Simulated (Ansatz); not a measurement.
A nudged elastic band was laid between two geometries of FH + H5NSi (9 atoms, charge 0, multiplicity 1).

The calculation used Ansatz 0.2.0, RKS PBE0-D4/def2-SVP.

```yaml
movable_images: 7
climbing_image: yes
spring: 5.0 eV/Å²
optimiser: quadratic models (default)
start_path: through a guess of the saddle point
force_threshold: 0.05 eV/Å
iteration_limit: 60
end_points: relaxed
```

Initial state:

```xyz
9
Properties=species:S:1:pos:R:3
Si -0.112 0.221 0.100
N 0.078 -0.099 1.829
H -0.783 -0.253 2.351
H 0.648 0.573 2.340
H 1.255 0.344 -0.472
H -0.868 1.483 -0.182
H -0.862 -0.924 -0.480
F 1.376 -2.309 1.268
H 0.930 -1.557 1.645
```

Final state:

```xyz
9
Properties=species:S:1:pos:R:3
Si 0.365 -0.156 -0.318
N -0.110 -0.344 2.296
H -1.007 -0.708 2.613
H 0.094 0.478 2.864
H 0.736 -0.131 -1.774
H 0.443 1.256 0.144
H -0.993 -0.760 -0.256
F 1.535 -1.114 0.311
H 0.597 -1.042 2.520
```

(1) Which bonds break or form, and what moves?

(2) Give the energies along the band, and the barrier.

(3) What is the geometry of the highest image?

Results:

(1) Bonds broken: Si1–N2, F8–H9. Bonds formed: Si1–F8, N2–H9. FH + H5NSi becomes FH3Si + H3N.

(2) The run converged. The highest image is number 2 of 0 to 8, 13.3 kcal/mol above the first end and 25.8 kcal/mol above the last; the last end lies 12.4 kcal/mol below the first. A structure lower than the last end lies on the path between it and the top, so the climb from that side starts below the end, which may itself be a saddle point or a shallow side well. A vibrational analysis at the climbing image gives one clearly imaginary mode, 658i cm⁻¹: a first-order saddle point. The orbitals stay closed-shell, which can raise the energy where a bond breaks towards radicals; this wasn't checked here.

```json
{"image": "0", "path coordinate (Å)": "0.00", "energy (kcal/mol)": "0.0", "Si1–N2 (Å)": "1.77", "F8–H9 (Å)": "0.95", "Si1–F8 (Å)": "3.16"}
{"image": "1", "path coordinate (Å)": "0.58", "energy (kcal/mol)": "3.1", "Si1–N2 (Å)": "1.80", "F8–H9 (Å)": "0.98", "Si1–F8 (Å)": "2.60"}
{"image": "2", "path coordinate (Å)": "1.15", "energy (kcal/mol)": "13.3", "Si1–N2 (Å)": "1.88", "F8–H9 (Å)": "1.23", "Si1–F8 (Å)": "2.07"}
{"image": "3", "path coordinate (Å)": "1.75", "energy (kcal/mol)": "3.1", "Si1–N2 (Å)": "2.01", "F8–H9 (Å)": "1.80", "Si1–F8 (Å)": "1.75"}
{"image": "4", "path coordinate (Å)": "2.35", "energy (kcal/mol)": "-0.5", "Si1–N2 (Å)": "2.12", "F8–H9 (Å)": "2.14", "Si1–F8 (Å)": "1.69"}
{"image": "5", "path coordinate (Å)": "2.95", "energy (kcal/mol)": "-5.3", "Si1–N2 (Å)": "2.26", "F8–H9 (Å)": "2.28", "Si1–F8 (Å)": "1.67"}
{"image": "6", "path coordinate (Å)": "3.55", "energy (kcal/mol)": "-11.1", "Si1–N2 (Å)": "2.41", "F8–H9 (Å)": "2.44", "Si1–F8 (Å)": "1.65"}
{"image": "7", "path coordinate (Å)": "4.15", "energy (kcal/mol)": "-12.5", "Si1–N2 (Å)": "2.63", "F8–H9 (Å)": "2.51", "Si1–F8 (Å)": "1.64"}
{"image": "8", "path coordinate (Å)": "4.74", "energy (kcal/mol)": "-12.4", "Si1–N2 (Å)": "2.66", "F8–H9 (Å)": "2.40", "Si1–F8 (Å)": "1.64"}
```

(3) 
```xyz
9
Properties=species:S:1:pos:R:3
Si 0.073 -0.097 0.109
N 0.122 -0.175 1.988
H -0.789 -0.241 2.440
H 0.657 0.573 2.427
H 1.373 0.261 -0.518
H -0.701 1.204 -0.022
H -0.866 -1.070 -0.509
F 1.082 -1.789 0.742
H 0.710 -1.187 1.743
```

Time of the run: 3.2 min on 1 thread of Arm Neoverse V2, on a shared host, peak memory 0.14 GiB.
